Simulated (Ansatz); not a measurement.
Predict the output of the script below (Ansatz 0.2.0, Python API).

Contents of `alh3osi.xyz`:
```text
6

O    -1.08760   -0.65050   -0.34030
Al    0.51980   -1.33190   -0.02620
Si   -0.26890    0.85930   -0.16440
H     1.68370   -2.07270    0.86660
H    -0.12410    1.56550   -1.44850
H    -0.68070    1.56630    1.06670
```

`alh3osi_adiabatic.py`:
```python
import itertools

import ansatz as az
from ase.data import atomic_numbers, covalent_radii
import numpy as np

mol = az.Crystal.molecule_from_extxyz("alh3osi.xyz")

base = (
    mol.calculation()
    .basis(gaussian="6-31G*")
    .functional("r2scan", dispersion="d4")
)
symbols = [site.symbol for site in mol.cartesian_sites]
start = np.array([site.position_ang for site in mol.cartesian_sites], dtype=float)
report = base.relax(force_tolerance=0.01, max_steps=100).run(threads=1).report
end = np.array(report["positions_ang"])

minimum = az.Crystal.molecule()
for symbol, place in zip(symbols, end):
    minimum = minimum.atom(symbol, place.tolist())
ion = (
    minimum.calculation()
    .basis(gaussian="6-31G*")
    .functional("r2scan", dispersion="d4")
    .charge(1)
    .spin("collinear", total=1)
)
vertical = ion.run(threads=1).report
settled = ion.relax(force_tolerance=0.01, max_steps=80).run(threads=1).report
print(f"vertical ionisation energy   {vertical['free_energy_ev'] - report['free_energy_ev']:.3f} eV")
print(f"adiabatic, no zero point     {settled['free_energy_ev'] - report['free_energy_ev']:.3f} eV")
print(f"relaxation energy of the ion {vertical['free_energy_ev'] - settled['free_energy_ev']:.3f} eV")
ionised = np.array(settled["positions_ang"])
radius = [covalent_radii[atomic_numbers[s]] for s in symbols]
span = lambda where, i, j: np.linalg.norm(where[i] - where[j])
bonded = [(i, j) for i, j in itertools.combinations(range(len(symbols)), 2) if min(span(end, i, j), span(ionised, i, j)) < 1.2 * (radius[i] + radius[j])]
print("pair        before    after (A)")
for i, j in bonded:
    print(f"{symbols[i]}{i}-{symbols[j]}{j}".ljust(10), f"{span(end, i, j):8.4f} {span(ionised, i, j):8.4f}")
```

```console
$ python alh3osi_adiabatic.py
vertical ionisation energy   8.382 eV
adiabatic, no zero point     7.741 eV
relaxation energy of the ion 0.642 eV
pair        before    after (A)
O0-Al1       1.7595   1.7311
O0-Si2       1.7123   1.6626
Al1-Si2      2.2844   2.5591
Al1-H3       1.5847   1.5617
Si2-H4       1.4934   1.4745
Si2-H5       1.4933   1.4745
```

The energies are electronic: no zero-point or thermal terms, and the basis set is short of its limit. The product may relax into another structure. The relaxation finds the nearest minimum, so the adiabatic value is an upper bound. Run time: 67 s on 1 thread of Intel(R) Xeon(R) Platinum 8259CL CPU @ 2.50GHz (Skylake/Cascade Lake), with other jobs on the host, peak memory 0.27 GiB.
